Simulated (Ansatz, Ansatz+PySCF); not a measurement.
```json
{"atom": "H", "x (Å)": "0.0075", "y (Å)": "0.4043", "z (Å)": "0.3603"}
{"atom": "O", "x (Å)": "0.0067", "y (Å)": "0.6420", "z (Å)": "1.2843"}
{"atom": "O", "x (Å)": "-0.0080", "y (Å)": "-0.4867", "z (Å)": "1.9379"}
```

Basis set: cc-pVTZ (spherical functions). Left uncorrelated: 2 orbitals. Correlation on ROHF uses semicanonical orbitals with singles. Charge 0, multiplicity 2.

Computed with Ansatz (development build ahead of 0.2.0); each method stands on the lowest determinant of its kind that the runs found.

Give the atomization energy at this shape (free ground-state atoms in the same class of orbitals less the molecule, no zero-point energy) of doublet HO₂ by UHF-CCSD(T), ROHF-MP2.

```json
{"method": "UHF-CCSD(T)", "atomization energy": "7.18 eV"}
{"method": "ROHF-MP2", "atomization energy": "7.35 eV"}
```
